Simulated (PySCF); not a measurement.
Dipole moment and polarisability of `[H]/N=C\C(=C)Cl`

Compound: C₃H₄ClN.
Cartesian coordinates in Å at the GFN2-xTB level; atoms count from 1:
```xyz
9
C3H4ClN angstrom
C      1.363    0.493    0.538
C      0.297    0.243   -0.215
Cl     0.195    0.853   -1.837
C     -0.855   -0.548    0.240
N     -1.898   -0.838   -0.392
H      2.194    1.076    0.183
H      1.422    0.114    1.544
H     -0.770   -0.919    1.258
H     -1.934   -0.468   -1.343
```

Level: PBE0/def2-SVPD (PySCF), static field, nuclei fixed, core orbitals frozen in the response. The polarisability tensor in these axes (au):

```
x   69.07 11.46 11.59
y   11.46 45.91 -4.14
z   11.59 -4.14 63.17
```

Problem. Give the principal values, the mean and the anisotropy Δα = √{½[(α1 − α2)² + (α2 − α3)² + (α1 − α3)²]}.

Solution. Principal values 38.19, 60.44 and 79.52 au; mean 59.38 au = 8.80 Å³ = 9.79 × 10⁻⁴⁰ C²·m²/J; Δα = 35.83 au (60 % of the mean).

Problem. What is the dipole moment, and where does it point?

Solution. (2.18, 0.73, 1.01) D, 2.51 D in size, pointing from the negative to the positive side. Measured along this direction, the outermost atoms are H9 at the negative end and H6 at the positive end.

Problem. Estimate the molar refractivity from the static electronic polarisability.

Solution. Lorentz–Lorenz: R = (4π/3)N_A α = 2.5225 cm³/(mol·Å³) × 8.80 Å³ = 22.2 cm³/mol, in the limit of long wavelengths.

Problem. Find the Langevin capture rate constant for NO+ (29.998 u) meeting this molecule (89.003 u), k = 2.342 × 10⁻⁹ cm³/s × √(α in Å³ / reduced mass in u).

Solution. The reduced mass is 22.44 u, so k = 1.47 × 10⁻⁹ cm³/s. The formula leaves out the permanent dipole, which adds to the capture rate.

Problem. Orientational against electronic polarisability at 350 K (dilute gas, rigid molecules)?

Solution. In Gaussian units μ²/3kT = 43.37 Å³ against 8.80 Å³, a ratio of 4.93; the Debye molar polarisation (4π/3)N_A(α + μ²/3kT) is 131.6 cm³/mol, leaving out the vibrational part.

Problem. Directions of the eigenvectors, and the extent of the frame along each?

Solution. Largest value along (0.82, 0.22, 0.53), where the nuclei span 4.53 Å; middle along (-0.37, -0.51, 0.78), 3.67 Å; least along (-0.44, 0.83, 0.34), 0.00 Å. The response follows the extents in order.

Problem. What depolarisation ratio follows for Rayleigh scattering of linearly polarised light, taking the static tensor?

Solution. ρ = 3Δα²/(45ᾱ² + 4Δα²) = 3850.7/(158685 + 5134.2) = 0.0235.

One conformer (not necessarily the lowest) at the GFN2-xTB geometry, without solvent, vibrations or thermal averaging.
